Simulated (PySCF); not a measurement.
Gas-phase reaction: Si₂C + 6 SiH₄ = 4 Si₂H₅ + CH₄

Method: PySCF energies (xtb for GFN2) plus ideal-gas RRHO corrections (1 bar). † marks an energy on the PBE0/def2-TZVP geometry and frequencies; other levels use their own. MP2 freezes the core. Open shells (unrestricted): Si₂H₅ (multiplicity 2); the rest are closed-shell singlets. GFN2 has no spin-polarisation term. Si₂H₅: computed as isolated molecules; such fragments, hydroxides, amides, oligomers or adducts are transient or little studied in the gas. MP2 isn't extrapolated to the basis-set limit. Warning, point group unlike the PBE0 one: Si₂C (GFN2-xTB).

```
level               ΔH°(298 K), kJ
------------------  --------------
BLYP/def2-TZVP†                123
GFN2-xTB                       [?]
MP2/def2-SVP†                  [?]
MP2/def2-TZVPP†                [?]
PBE/def2-SVP                     3
PBE/def2-TZVP†                 [?]
PBE0/def2-QZVP†                -14
PBE0/def2-TZVP                 -15
LDA/def2-TZVP†                  -7
ωB97X-V/def2-TZVP†              50
```

Question: Fill in the missing entries.

Answer: 
- GFN2-xTB, ΔH°(298 K), kJ: 199
- MP2/def2-SVP†, ΔH°(298 K), kJ: 98
- MP2/def2-TZVPP†, ΔH°(298 K), kJ: 109
- PBE/def2-TZVP†, ΔH°(298 K), kJ: 9
